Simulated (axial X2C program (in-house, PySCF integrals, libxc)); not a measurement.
# BO: cheaper levels and CCSD(T), 2c

All values were computed with an in-house relativistic program for diatomic molecules. Two-component (2c) means X2C with spin–orbit coupling and atomic mean-field two-electron Coulomb and Gaunt terms. Basis: O dyall-av3z [7s6p3d2f], B dyall-v3z [7s6p2d1f] (cores contracted in-house); Gaussian nuclei, density fitting, unrestricted open shells. Masses: O 15.995 u, B 11.009 u.

State: Ω = 1/2 (⟨Sz⟩ = 0.50, ⟨Lz⟩ = 0.00 at HF); fragments O + B.

```json
{"level": "PBE0", "Re (Å)": "1.200", "ωe (cm⁻¹)": "1932.0", "De (eV)": "8.45"}
{"level": "HF", "Re (Å)": "1.181", "ωe (cm⁻¹)": "2073.5", "De (eV)": "5.80"}
{"level": "MP2", "Re (Å)": "1.212", "ωe (cm⁻¹)": "1896.2", "De (eV)": "8.83"}
{"level": "CCSD", "Re (Å)": "1.205", "ωe (cm⁻¹)": "1921.5", "De (eV)": "7.85"}
{"level": "PBE", "Re (Å)": "1.214", "ωe (cm⁻¹)": "1842.6", "De (eV)": "8.97"}
```

Correlated methods: 9 electrons correlated (number of frozen shells: O 1 s; B 1 s), 175 virtual spin orbitals or spinors in MP2, 89 natural virtuals in coupled cluster.

CCSD(T), same Hamiltonian and basis:

Re = 1.212 Å, ωe = 1871.0 cm⁻¹, De = 8.12 eV; T1 = 0.026 (Lee–Taylor normalisation).

Task: Give the differences from CCSD(T) in the columns below.

Result: 

| level | ΔRe (Å) | Δωe (cm⁻¹) | ΔDe (eV) |
| --- | --- | --- | --- |
| PBE0 | -0.012 | 61 | 0.33 |
| HF | -0.031 | 202 | -2.32 |
| MP2 | 0.000 | 25 | 0.71 |
| CCSD | -0.007 | 50 | -0.27 |
| PBE | 0.002 | -28 | 0.85 |

The state is a single determinant with fixed occupations, the lowest that a limited PBE0 search found. Dissociation energies refer to the lowest single-determinant-based atoms at the same level and basis. Density functionals use the spin component along the axis (collinear). CCSD and (T) use frozen natural virtuals with an MP2 correction for the truncation; (T) itself is uncorrected, so its De runs slightly low. The 2c atoms are single determinants rather than J levels; their spin–orbit lowering is only partly caught, and De is too large by that part. This holds for PBE0, PBE. Without a current term, density functionals place determinants with orbital angular momentum somewhat too high. Some points did not converge and are left out. The determinant is spin-polarised beyond a pure state at some levels (its spin-free form has ⟨S²⟩ too high), which makes Re and μ there less reliable. The stretched end of a curve changes character and is left out.
